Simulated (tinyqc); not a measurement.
Worked calculation: UKS/LDA (PW92) in the sto-3g basis, for LiH, spin multiplicity 3. One step of it, computed by the program tinyqc.

Task: Iteration 2: diagonalisation and new density. A level shift of 0.5 hartree raises the virtual space: F + shift (S - S D(s) S), with D(s) the density of one spin. Diagonalise F' = X^T F X, C = X C', fill 3 alpha and 1 beta electrons from the bottom; D(s) = C_occ C_occ^T. Each column has its largest component positive (the first on a tie).

F(alpha) (hartree):
```
            1Li 1s     1Li 2s    1Li 2px    1Li 2py    1Li 2pz      2H 1s
1Li 1s   -1.670313  -0.497867   0.000000   0.000000  -0.000870  -0.041337
1Li 2s   -0.497867  -0.217196   0.000000   0.000000  -0.045402  -0.132715
1Li 2px   0.000000   0.000000   0.025512  -0.012065   0.000000   0.000000
1Li 2py   0.000000   0.000000  -0.012065   0.018915   0.000000   0.000000
1Li 2pz  -0.000870  -0.045402   0.000000   0.000000  -0.016856  -0.171970
2H 1s    -0.041337  -0.132715   0.000000   0.000000  -0.171970  -0.303168
```

F(beta) (hartree):
```
            1Li 1s     1Li 2s   1Li 2px   1Li 2py    1Li 2pz      2H 1s
1Li 1s   -1.661022  -0.489952  0.000000  0.000000   0.000511  -0.040554
1Li 2s   -0.489952  -0.156691  0.000000  0.000000  -0.026130  -0.096837
1Li 2px   0.000000   0.000000  0.080821  0.003730   0.000000   0.000000
1Li 2py   0.000000   0.000000  0.003730  0.083112   0.000000   0.000000
1Li 2pz   0.000511  -0.026130  0.000000  0.000000   0.044638  -0.115464
2H 1s    -0.040554  -0.096837  0.000000  0.000000  -0.115464  -0.074782
```

X:
```
            1Li 1s     1Li 2s   1Li 2px   1Li 2py    1Li 2pz      2H 1s
1Li 1s    1.023430  -0.129525  0.000000  0.000000  -0.006110   0.018126
1Li 2s   -0.129525   1.054867  0.000000  0.000000   0.045103  -0.154896
1Li 2px   0.000000   0.000000  1.000000  0.000000   0.000000   0.000000
1Li 2py   0.000000   0.000000  0.000000  1.000000   0.000000   0.000000
1Li 2pz  -0.006110   0.045103  0.000000  0.000000   1.063403  -0.218714
2H 1s     0.018126  -0.154896  0.000000  0.000000  -0.218714   1.094242
```

D(alpha) after iteration 1:
```
            1Li 1s    1Li 2s   1Li 2px   1Li 2py    1Li 2pz      2H 1s
1Li 1s    0.989165  0.004675  0.000000  0.000000  -0.033674  -0.092664
1Li 2s    0.004675  0.135514  0.000000  0.000000   0.118160   0.250571
1Li 2px   0.000000  0.000000  0.363771  0.481084   0.000000   0.000000
1Li 2py   0.000000  0.000000  0.481084  0.636229   0.000000   0.000000
1Li 2pz  -0.033674  0.118160  0.000000  0.000000   0.104469   0.222349
2H 1s    -0.092664  0.250571  0.000000  0.000000   0.222349   0.473692
```

D(beta) after iteration 1:
```
            1Li 1s     1Li 2s   1Li 2px   1Li 2py    1Li 2pz      2H 1s
1Li 1s    0.977737   0.042910  0.000000  0.000000   0.002362  -0.005755
1Li 2s    0.042910   0.001883  0.000000  0.000000   0.000104  -0.000253
1Li 2px   0.000000   0.000000  0.000000  0.000000   0.000000   0.000000
1Li 2py   0.000000   0.000000  0.000000  0.000000   0.000000   0.000000
1Li 2pz   0.002362   0.000104  0.000000  0.000000   0.000006  -0.000014
2H 1s    -0.005755  -0.000253  0.000000  0.000000  -0.000014   0.000034
```

overlap S:
```
           1Li 1s    1Li 2s   1Li 2px   1Li 2py   1Li 2pz     2H 1s
1Li 1s   1.000000  0.241137  0.000000  0.000000  0.000000  0.018458
1Li 2s   0.241137  1.000000  0.000000  0.000000  0.000000  0.260480
1Li 2px  0.000000  0.000000  1.000000  0.000000  0.000000  0.000000
1Li 2py  0.000000  0.000000  0.000000  1.000000  0.000000  0.000000
1Li 2pz  0.000000  0.000000  0.000000  0.000000  1.000000  0.377311
2H 1s    0.018458  0.260480  0.000000  0.000000  0.377311  1.000000
```

Give: F' = X^T F X; orbital energies; coefficients C; F' = X^T F X; orbital energies; coefficients C; D(alpha) after iteration 2; D(beta) after iteration 2.

Result:

F' = X^T F X (alpha) (hartree):
```
         1        2        3        4        5        6
1  -1.6109  -0.3587   0.0000   0.0000   0.0117   0.0417
2  -0.3587   0.2914   0.0000   0.0000  -0.1038  -0.2511
3   0.0000   0.0000   0.3436  -0.2526   0.0000   0.0000
4   0.0000   0.0000  -0.2526   0.2008   0.0000   0.0000
5   0.0117  -0.1038   0.0000   0.0000   0.4451  -0.3076
6   0.0417  -0.2511   0.0000   0.0000  -0.3076  -0.0487
```

orbital energies (alpha) (hartree): MO1 -1.6764, MO2 -0.3094, MO3 0.0097, MO4 0.4681, MO5 0.5347, MO6 0.5945

coefficients C (alpha):
```
             MO1      MO2     MO3      MO4      MO5      MO6
1Li 1s    0.9834  -0.1102  0.0000  -0.2876   0.0000  -0.0507
1Li 2s    0.0621   0.2923  0.0000   1.0065   0.0000   0.2309
1Li 2px   0.0000   0.0000  0.6033   0.0000   0.7975   0.0000
1Li 2py   0.0000   0.0000  0.7975   0.0000  -0.6033   0.0000
1Li 2pz   0.0055   0.2530  0.0000  -0.1832   0.0000   1.0407
2H 1s    -0.0073   0.7700  0.0000  -0.4013   0.0000  -0.7180
```

F' = X^T F X (beta) (hartree):
```
         1        2       3       4        5        6
1  -1.6004  -0.3727  0.0000  0.0000  -0.0043   0.0116
2  -0.3727   0.4459  0.0000  0.0000   0.0093  -0.0892
3   0.0000   0.0000  0.5808  0.0037   0.0000   0.0000
4   0.0000   0.0000  0.0037  0.5831   0.0000   0.0000
5  -0.0043   0.0093  0.0000  0.0000   0.5998  -0.1350
6   0.0116  -0.0892  0.0000  0.0000  -0.1350   0.4957
```

orbital energies (beta) (hartree): MO1 -1.6662, MO2 0.3679, MO3 0.5280, MO4 0.5781, MO5 0.5859, MO6 0.7113

coefficients C (beta):
```
             MO1      MO2      MO3      MO4     MO5      MO6
1Li 1s    0.9854  -0.1299  -0.2551   0.0000  0.0000  -0.1080
1Li 2s    0.0556   0.3830   0.8971   0.0000  0.0000   0.4483
1Li 2px   0.0000   0.0000   0.0000   0.8042  0.5943   0.0000
1Li 2py   0.0000   0.0000   0.0000  -0.5943  0.8042   0.0000
1Li 2pz   0.0028   0.3112  -0.4556   0.0000  0.0000   0.9361
2H 1s    -0.0072   0.6851  -0.2471   0.0000  0.0000  -0.8597
```

D(alpha) after iteration 2:
```
          1Li 1s  1Li 2s  1Li 2px  1Li 2py  1Li 2pz    2H 1s
1Li 1s    0.9793  0.0289   0.0000   0.0000  -0.0225  -0.0920
1Li 2s    0.0289  0.0893   0.0000   0.0000   0.0743   0.2246
1Li 2px   0.0000  0.0000   0.3640   0.4811   0.0000   0.0000
1Li 2py   0.0000  0.0000   0.4811   0.6360   0.0000   0.0000
1Li 2pz  -0.0225  0.0743   0.0000   0.0000   0.0640   0.1948
2H 1s    -0.0920  0.2246   0.0000   0.0000   0.1948   0.5929
```

D(beta) after iteration 2:
```
          1Li 1s   1Li 2s  1Li 2px  1Li 2py  1Li 2pz    2H 1s
1Li 1s    0.9709   0.0548   0.0000   0.0000   0.0027  -0.0071
1Li 2s    0.0548   0.0031   0.0000   0.0000   0.0002  -0.0004
1Li 2px   0.0000   0.0000   0.0000   0.0000   0.0000   0.0000
1Li 2py   0.0000   0.0000   0.0000   0.0000   0.0000   0.0000
1Li 2pz   0.0027   0.0002   0.0000   0.0000   0.0000   0.0000
2H 1s    -0.0071  -0.0004   0.0000   0.0000   0.0000   0.0001
```
